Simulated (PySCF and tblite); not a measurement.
Results of a calculation; reference values are marked as such.
Molecule: C₄H₁₀N₂, numbered as in [CH3:1][C@@H:2]1[CH2:3][CH2:4][NH:5][NH:6]1; H named by carrier, a and b as here (out-of-plane angle 0°, Å):

```
C1      -1.953    0.399    0.368
C2      -0.629    0.235   -0.354
C3       0.134   -1.060    0.017
C4       1.613   -0.675   -0.174
N5       1.547    0.745   -0.399
N6       0.312    1.312   -0.048
H1a     -2.632   -0.404    0.093
H1b     -2.406    1.351    0.101
H1c     -1.806    0.375    1.447
H2      -0.787    0.261   -1.439
H3a     -0.160   -1.899   -0.608
H3b     -0.065   -1.317    1.059
H4a      2.060   -1.178   -1.039
H4b      2.207   -0.938    0.717
H5       2.274    1.319   -0.765
H6       0.279    1.479    0.970
```

The mean out-of-plane torsion at N5 (0° is planar) is held and the rest relaxed at GFN2-xTB. Energies: PBE0/pcSseg-1 + D3(BJ). Couplings: B3LYP/6-31G* with H pcJ-1 N pcJ-1, gas phase, for ¹H, ¹⁵N. (tblite 0.8, PySCF 2.14.)

One held structure gave ¹J(N5,H5) = -83.3, ¹J(N6,H6) = -54.5, ³J(H4b,H5) = 3.6, ³J(H5,H6) = 0.8, ²J(N6,H5) = -4.4, ³J(H3a,H4b) = 5.7, ²J(H4a,H4b) = -8.2, ²J(N5,H4a) = -6.8 Hz.

(1) At which out-of-plane angle was it held?
A. 44°
B. 28°
C. -45°
D. -29°
E. 0°

Results:

(1) B. It lies 4.08 kcal/mol above the lowest point.
